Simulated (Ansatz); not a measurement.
C2H3FN2 can be A, `FC1N=CN1`, or B, `C=NC(=N)F`.

Program: Ansatz. Geometries: PBE0-D4/def2-TZVP. ΔE: electronic, gas phase. CCSD(T)/CBS is the MP2 limit (def2-TZVPP, def2-QZVPP) plus CCSD(T) − MP2 in def2-TZVPP, frozen cores. DFT in def2-TZVPP. B3LYP here is the variant with VWN-RPA as its local correlation; programs differ in this. One conformer a species, not always the lowest.

A:

```xyz
8

F    -0.181    1.529   -1.076
C    -0.060    0.209   -0.823
N     1.230   -0.185   -0.242
C     0.554   -0.484    0.810
N    -0.758   -0.230    0.403
H    -0.343   -0.353   -1.716
H     0.886   -0.929    1.745
H    -1.328    0.444    0.899
```

B:

Z-matrix (Å, degrees):
```
C
N 1 1.266
H 1 1.088 2 118.0
H 1 1.092 2 123.8 3 -180.0
C 2 1.394 1 119.1 3 180.0
F 5 1.338 2 115.6 1 -0.1
N 5 1.249 2 126.1 1 179.9
H 7 1.017 5 108.7 2 0.0
```

(1) Which is lower in electronic energy at CCSD(T)/CBS, and by how much? (Estimate.)

(2) Give E(B) − E(A) in kJ/mol with HF/def2-TZVPP, B3LYP, CCSD(T)/def2-TZVPP, B3LYP-D4, B2PLYP, LDA (SPW92), PBE0-D4. (Estimate.)

(3) Does the order hold for the free energy at 298.15 K (harmonic terms from PBE0-D4)? (Estimate.)

Largest T1 diagnostic: 0.014.

Answers

(1) The calculation gave: B, by 62.6 kJ/mol.

(2) Computed: HF/def2-TZVPP -80.5, B3LYP -79.5, CCSD(T)/def2-TZVPP -65.4, B3LYP-D4 -79.2, B2PLYP -72.9, LDA (SPW92) -45.4, PBE0-D4 -54.8. None reverses the order clearly.

(3) Computed: Yes: G(B) − G(A) = -69.5 kJ/mol, for one conformer each.

Leaving LDA and LC-ωPBE aside and taking each functional with its dispersion term where it has one, the values, not all of them listed here, spread over 36.7 kJ/mol, from BLYP-D4 to PBE-QIDH. LDA lies +16.8 kJ/mol from PBE without D4. From BLYP to BHLYP (50 % exact exchange), in def2-TZVPP and without D4, E(B) − E(A) moves by +14.0 kJ/mol.
